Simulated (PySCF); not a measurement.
## Relaxation of singlet H2CO

Method: PySCF, PBE0, basis C def2-TZVP, O def2-TZVP, H def2-TZVP (no relativity, density fitting). A (50,194) grid was used.

A hand-made T-shaped (ligand arrangement 2) start, of C2v symmetry, held to at least that symmetry:

```xyz
4
charge 0 multiplicity 1, angstrom
C     0.0000    0.0000   -0.6634
O     0.0000    0.0000    0.5766
H     1.0693    0.0000   -0.6261
H    -1.0693    0.0000   -0.6261
```

Task: What forces act on the atoms at the start (eV/Å)?

Result: 
```
atom     Fx    Fy     Fz
  C1   0.00  0.00   4.86
  O2   0.00  0.00   3.34
  H3   1.08  0.00  -4.10
  H4  -1.08  0.00  -4.10
```

Task: What does it relax to?

Result: It ends at C2v with C–H 1.109 Å (×2), C–O 1.195 Å; H–C–H 116.0°, H–C–O 122.0° (×2). A frequency run shows a minimum.

Task: How much energy is released, and in how many steps?

Result: 281.8 kJ/mol in 7 steps.

The relaxation took 5.1 s on 2 threads of a shared Arm Neoverse V1 host, with 74 basis functions and 8 gradients; the process peaked at 0.5 GiB. Launch command: `OMP_NUM_THREADS=2 python axn.py task.json out`.
